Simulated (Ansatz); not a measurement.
Geometry optimisation, RKS PBE0/6-31G* in Ansatz.

Input file:

```yaml
crystal:
  periodic: [false, false, false]
  atoms:
    - { symbol: B, position_ang: [-0.361964, -0.370366, -0.833694] }
    - { symbol: C, position_ang: [1.224259, 0.01907, 1.45367] }
    - { symbol: H, position_ang: [0.198653, -0.355941, 1.47897] }
    - { symbol: H, position_ang: [1.859625, -0.685295, 1.992558] }
    - { symbol: H, position_ang: [1.252794, 0.994742, 1.944144] }
    - { symbol: H, position_ang: [1.60815, 0.108049, 0.424907] }
    - { symbol: H, position_ang: [-1.183017, 0.289742, -0.165255] }
basis:
  gaussian: { orbitals: "6-31G*" }
hamiltonian:
  xc: pbe0
relax:
  f_tol: 0.03
  max_steps: 50
```

Command:

```bash
$ ansatz run input.yaml --threads 1 --pin off --max-ram 2048MiB --backend cpu --events-out ev --progress --plain --runs-dir out
```

**Question.** Where does it end, and by what steps?

**Answer.** The forces met the threshold. After 9 steps the energy has fallen by 0.058 eV; H3 moved furthest, 0.50 Å.

```
step  energy less start (eV)  largest force component (eV/Å)  accepted
   0                  0.0000                           0.281       yes
   1                 -0.0375                           0.223       yes
   2                 -0.0365                           0.159        no
   3                 -0.0435                           0.088       yes
   4                 -0.0496                           0.101       yes
   5                 -0.0467                           0.364        no
   6                 -0.0537                           0.046       yes
   7                 -0.0564                           0.079       yes
   8                 -0.0576                           0.107       yes
   9                 -0.0585                           0.022       yes
```

```xyz
7
Properties=species:S:1:pos:R:3
B -0.328 -0.096 -1.156
C 1.232 -0.017 1.567
H 0.288 -0.400 1.965
H 2.063 -0.584 1.994
H 1.336 1.040 1.821
H 1.261 -0.134 0.473
H -1.253 0.191 -0.369
```

Whether the end is a true minimum wasn't checked by a vibrational analysis.

The run took 9.4 s on 1 thread of Arm Neoverse V1, with other jobs on the host, peak memory 0.097 GiB.
